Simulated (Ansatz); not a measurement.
# C2H5NO2: the cost of one run

Method: the levels named in each step, in Ansatz 0.2.0.

## Step 1: The starting structure

Bond lengths: C1–N2 1.454 Å, O3–C4 1.146 Å, C4–O5 1.146 Å, C1–H6 1.098 Å, C1–H7 1.089 Å, C1–H8 1.089 Å, N2–H9 1.015 Å, N2–H10 1.015 Å. Angles: C1–N2–H9 110.5°, C1–N2–H10 110.1°, H9–N2–H10 107.8°, N2–C1–H6 114.1°, N2–C1–H7 108.4°, N2–C1–H8 108.6°, H6–C1–H7 108.7°, H6–C1–H8 108.4°, H7–C1–H8 108.5°, O3–C4–O5 173.7°.

As a file:

```xyz
10

C    -0.4217    1.6055    1.3572
N    -0.9042    0.2612    1.0831
O     0.8062   -1.5573   -0.2485
C     0.4593   -0.6385   -0.8399
O     0.1804    0.2355   -1.5272
H    -0.9779    2.1283    2.1462
H    -0.4876    2.1884    0.4393
H     0.6246    1.5462    1.6551
H    -0.8186   -0.3224    1.9087
H    -1.8841    0.2881    0.8218
```

## Step 2: A rough first relaxation, PBE-D4/def2-SVP

The input, input.yaml:

```yaml
crystal:
  periodic: [false, false, false]
  atoms:
    - { symbol: C, position_ang: [-0.42168, 1.60551, 1.35724] }
    - { symbol: "N", position_ang: [-0.90415, 0.26117, 1.08313] }
    - { symbol: O, position_ang: [0.80615, -1.55727, -0.24855] }
    - { symbol: C, position_ang: [0.45926, -0.63847, -0.83988] }
    - { symbol: O, position_ang: [0.18043, 0.23549, -1.52723] }
    - { symbol: H, position_ang: [-0.97789, 2.12828, 2.14619] }
    - { symbol: H, position_ang: [-0.48764, 2.18838, 0.43928] }
    - { symbol: H, position_ang: [0.62462, 1.54618, 1.65507] }
    - { symbol: H, position_ang: [-0.81865, -0.32243, 1.90873] }
    - { symbol: H, position_ang: [-1.88413, 0.28809, 0.82184] }
basis:
  gaussian: { orbitals: def2-SVP }
hamiltonian:
  xc: pbe
  dispersion: d4
relax:
  f_tol: 0.03
  max_steps: 200
```

Command:

```
ansatz run input.yaml --threads 4 --pin off --max-ram 10240MiB --backend cpu --events-out ev --progress --plain --runs-dir out
```

**Question.** How long does this run take on 4 threads of AMD EPYC (Zen 3), shared host, and how much memory does it need?

About 13 s, with a peak of 0.14 GiB.
